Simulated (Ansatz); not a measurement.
Litharge SnO, treated with PBEsol in Ansatz (plane waves, PAW).

Numerical settings: plane-wave cutoff 520 eV, 10×10×8 k mesh (along the axes of the cell as run), Fermi–Dirac smearing 0.01 eV, scalar-relativistic PAW data made under PBE.

Response to compression and expansion:

Shape and atoms are relaxed at each volume.

```csv
V (Å³/atom),P (GPa),c (Å),a (Å)
16.504,1.57,4.614,3.783
16.848,0.77,4.678,3.796
17.192,-0.01,4.750,3.805
17.536,-0.61,4.822,3.814
17.880,-1.06,4.899,3.821
```

Note: the cell comes from a level without a dispersion term, which matters for the spacing of layers, chains or molecules; the gap of the solid is closed in this run; this level leaves the solid without a gap, although one is measured; the bulk modulus comes from volumes at which shape and atoms were relaxed.

Ansatz is an electronic-structure program.
